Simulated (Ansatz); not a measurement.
```yaml
crystal:
  periodic: [false, false, false]
  atoms:
    - {symbol: C, position_ang: [-1.179351, -0.213489, 0.864641]}
    - {symbol: C, position_ang: [0.206634, -0.360647, 0.260005]}
    - {symbol: F, position_ang: [0.829533, -1.263427, 1.034307]}
    - {symbol: C, position_ang: [0.942450, 0.687959, -0.160415]}
    - {symbol: C, position_ang: [0.489107, -0.314814, -1.113141]}
    - {symbol: H, position_ang: [-1.071296, 0.279928, 1.962307]}
    - {symbol: H, position_ang: [-1.806932, 0.557189, 0.284451]}
    - {symbol: H, position_ang: [-1.611595, -1.300148, 0.882745]}
    - {symbol: H, position_ang: [0.634090, 1.896823, -0.149592]}
    - {symbol: H, position_ang: [1.925811, 0.956644, 0.042766]}
    - {symbol: H, position_ang: [-0.310397, -0.136409, -2.013555]}
    - {symbol: H, position_ang: [1.523671, -0.877655, -1.529101]}
basis:
  gaussian: {orbitals: pcseg-2}
magnetization: {spin_polarized: true, initial_magnetization: 1}
hamiltonian: {xc: {name: B2GP-PLYP}}
output: {forces: true}
```

```sh
$ ansatz run in.yaml --threads 4 --pin off --events-out ev --progress --plain --max-ram 10444MiB
```

Shortened log:

```
Error: a molecule whose nuclei and cores have a total charge of 40 cannot have a net charge of 0 together with 1 unpaired electrons
```

Problem. What is wrong with this run?

Solution. The number of unpaired electrons doesn't fit the electron count. The program refused the input.
